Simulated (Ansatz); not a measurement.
**Relaxing Pt**

The calculation used DFT r2SCAN, scalar-relativistic, plane waves, PAW (Ansatz 0.2.0). Cutoff 500 eV, Γ-centred k mesh, Gaussian smearing, no spin polarisation in the final step.

Pt was placed on the lonsdaleite structure type (P6_3/mmc, No. 194), at a guessed volume.

```yaml
crystal:
  lattice:
    - [3.55786, 0.00000, 0.00000]
    - [-1.77893, 3.08120, 0.00000]
    - [0.00000, 0.00000, 5.87047]
  atoms:
    - { symbol: Pt, position: [0.33333, 0.66667, 0.43750] }
    - { symbol: Pt, position: [0.66667, 0.33333, 0.93750] }
    - { symbol: Pt, position: [0.66667, 0.33333, 0.56250] }
    - { symbol: Pt, position: [0.33333, 0.66667, 0.06250] }
```

Cell and atoms relax at zero pressure; the relaxation can't lower the symmetry of the start. After a coarse first stage the cell is made exact in the group found at 0.06 Å.

Energies count from the standard state of Pt at the same level.

Task: What does it relax into?

Result: It keeps P6_3/mmc (No. 194), but not the shape of the type it started on. Conventional cell: a = 2.720 Å, c = 9.923 Å. Around Pt lie 10 Pt at 2.60–2.84 Å.

Space group P6_3/mmc (No. 194). a = 2.720 Å, b = 2.720 Å, c = 9.923 Å, α = 90.00°, β = 90.00°, γ = 120.00°
| atom | site | symmetry | x | y | z |
| --- | --- | --- | --- | --- | --- |
| Pt | 4f | 3m. | 0.3333 | 0.6667 | 0.3808 |

Task: What are its volume, energy, density and gap?

Result: The volume per atom is 15.89 Å³. The density is 20.38 g/cm³ and the energy over the standard structure is 0.06 eV/atom. The gap on the 21×21×6 mesh is 0 eV (a metal).

The final run used a 21×21×6 mesh on its 4-atom cell and 0.10 eV smearing. For metals, differences of a few meV/atom aren't resolved. Spin–orbit coupling is left out. Symmetry constrained the relaxation, so the result can be a saddle point. The steps took about 9 core-minutes in all.

This form isn't the element's structure at ambient conditions.